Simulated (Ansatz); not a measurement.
**Structure relaxation of RbAl₂**

The calculation used Ansatz, DFT PBE, scalar-relativistic, plane waves, PAW. Cutoff 420 eV, Γ-centred k mesh, Gaussian smearing, no spin polarisation in the final step.

RbAl₂ was placed on the 2H molybdenite structure type (P6_3/mmc, No. 194), with Rb in place of Mo, Al in place of S, at a guessed volume.

```
CELL_PARAMETERS angstrom
3.41027 0.00000 0.00000
-1.70513 2.95338 0.00000
0.00000 0.00000 13.26455
ATOMIC_POSITIONS crystal
Rb 0.33333 0.66667 0.25000
Rb 0.66667 0.33333 0.75000
Al 0.33333 0.66667 0.62750
Al 0.66667 0.33333 0.12750
Al 0.33333 0.66667 0.87250
Al 0.66667 0.33333 0.37250
```

Cell and atoms relax at zero pressure; the relaxation can't lower the symmetry of the start. After a coarse first stage the cell is made exact in the group found at 0.06 Å.

Energies over the elements count from the elements' standard structures at the same level, with no empirical corrections.

Task: Which crystal results?

Result: It keeps P6_3/mmc (No. 194), but not the shape of the type it started on. Conventional cell: a = 3.320 Å, c = 16.616 Å. Rb is coordinated by 6 Rb at 3.32 Å and 6 Al at 3.64 Å; Al has 3 Al at 2.85 Å, 6 Al at 3.32 Å and 3 Rb at 3.64 Å.

Space group P6_3/mmc (No. 194). a = 3.320 Å, b = 3.320 Å, c = 16.616 Å, α = 90.00°, β = 90.00°, γ = 120.00°
| atom | site | symmetry | x | y | z |
| --- | --- | --- | --- | --- | --- |
| Rb | 2c | -6m2 | 0.3333 | 0.6667 | 0.2500 |
| Al | 4f | 3m. | 0.3333 | 0.6667 | 0.5635 |

Task: What are its volume, energy, density and gap?

Result: The volume per atom is 26.44 Å³, the density is 2.92 g/cm³ and the energy over the elements is 0.49 eV/atom. The gap on the 12×12×4 mesh is 0 eV (a metal).

The final run used a 12×12×4 mesh on its 6-atom cell and 0.10 eV smearing. The k mesh leaves about 4 meV/atom of noise in metals. Symmetry constrained the relaxation, so the result can be a saddle point.

Cost: 3 runs of about 1.6 core-minutes in all, on Arm Neoverse V1 (shared hosts).